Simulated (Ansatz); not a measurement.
Start from `[SiH3][AlH][SH]` and change one atom or group to get `[AlH2][SiH3]`.

Ansatz, PBE0-D4/def2-TZVP geometries, multiplicity 1. Each molecule was computed in one conformer, which needn't be the lowest.

| property | `[SiH3][AlH][SH]` |
| --- | --- |
| HOMO energy (ωB97M-V/def2-TZVPP) / eV | -9.80 |
| LUMO energy (PBE/def2-TZVPP) / eV | -2.51 |
| HOMO–LUMO gap (PBE0/def2-TZVPP) / eV | 6.03 |
| size of the dipole moment (B3LYP/def2-TZVPP) / D | 0.93 |
| LUMO energy (PBE0/def2-TZVPP) / eV | -1.78 |
| LUMO energy (B3LYP/def2-TZVPP) / eV | -1.93 |

(1) Give the same properties after the change, and the shifts. (Best estimate.)

Answers

(1) Computed: 
```
                                        property  `[AlH2][SiH3]`  shift
           HOMO energy (ωB97M-V/def2-TZVPP) / eV           -9.61   0.19
               LUMO energy (PBE/def2-TZVPP) / eV           -2.88  -0.37
            HOMO–LUMO gap (PBE0/def2-TZVPP) / eV            5.50  -0.53
size of the dipole moment (B3LYP/def2-TZVPP) / D            0.25  -0.68
              LUMO energy (PBE0/def2-TZVPP) / eV           -2.12  -0.34
             LUMO energy (B3LYP/def2-TZVPP) / eV           -2.31  -0.38
```

With PBE0 the HOMO rises by 0.19 eV and the LUMO falls by 0.34 eV, so the gap narrows by about 0.53 eV. PBE moves the HOMO by 0.17 eV and ωB97M-V by 0.19 eV. Dipoles are sizes alone; their direction can turn.

B3LYP here is the variant with VWN-RPA as its local correlation; programs differ in this.
